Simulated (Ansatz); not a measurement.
HBeP, singlet: the ladder up to full CI

Geometry: displaced at random from a stationary point.

```yaml
atoms:
  - { symbol: P, position_ang: [0.0844, 0.0052, -1.8118] }
  - { symbol: Be, position_ang: [-0.0805, 0.0136, 0.2411] }
  - { symbol: H, position_ang: [-0.0039, -0.0188, 1.5706] }
```

Basis 6-31G; Ansatz 0.2.0. Correlated methods freeze the noble-gas cores, which leaves 8 electrons in 18 orbitals. Prefix R: restricted or restricted open-shell reference; prefix U: unrestricted. Active spaces: valence = (8e, 9o) chosen from the atoms' valence shells.

Full CI is exact within this basis and frozen core; it isn't the basis-set limit. The frozen core follows each run's orbitals, which can shift R against U totals by a few meV.

```
UHF ⟨S²⟩                          : 1.000
T1 diagnostic (RCCSD)             : 0.0166
largest doubles amplitude (RCCSD) : 0.319
```

| level | E − E(full CI) (kcal/mol) | share of correlation (%) | wall time |
| --- | --- | --- | --- |
| RHF | 54.25 | 0.00 | – |
| UHF† | 28.60 | – | – |
| RMP2 | 18.67 | 65.58 | – |
| UMP2† | -1.87 | – | – |
| CISD | 7.48 | 86.20 | 0.51 s |
| RCCSD | 4.52 | 91.66 | – |
| UCCSD*† | -20.07 | – | – |
| RCCSD(T) | 2.66 | 95.09 | 0.54 s |
| UCCSD(T)*† | -23.91 | – | 1.7 s |
| BCCD(T) | 2.67 | 95.07 | 0.6 s |
| RCCSDT* | 0.39 | 99.27 | – |
| UCCSDT*† | -25.75 | – | – |
| RCCSDT(Q)* | -0.08 | 100.15 | 1.3 s |
| UCCSDT(Q)*† | -26.06 | – | 3.6 s |
| RCCSDTQ* | 0.01 | 99.99 | 9.5 s |
| UCCSDTQ*† | -26.01 | – | 41 s |
| CASSCF (valence space) | 15.33 | 71.74 | – |
| NEVPT2 (valence space) | 4.63 | 91.47 | 6 s |
| MRCISD (valence space) | 0.33 | 99.40 | – |
| MRCISD+Q (valence space) | 0.05 | 99.90 | 8 s |

An asterisk marks runs whose energy the program itself flagged as in doubt. A dagger marks rows that describe another state than the reference (another or a broken symmetry, a higher spin or other natural occupations), so the difference holds a gap between states beside the method's error.

The correlation energy at full CI, counted from RHF, is -2.352 eV. That run took 33 s on 1 thread of Arm Neoverse V1, shared host over 4,682,448 determinants.

Times hold each run's SCF and search for its determinant on a shared host, so for small cases they say little of a method's own cost; they ran on 1 thread of Arm Neoverse V1.

Unrestricted levels hold only the spin's projection, and here they fall towards a lower state of higher spin.

The full-CI state has the irrep A' of Cs, in the program's axes (one component, if the state is degenerate).

Natural occupations of full CI about the gap: 1.981 1.967 1.962 1.007 0.972 0.032 0.018 0.018 0.015 0.008; effectively unpaired electrons, Σ n²(2−n)², 2.02. No single determinant describes this state well, so single-reference rows can miss without a flag.
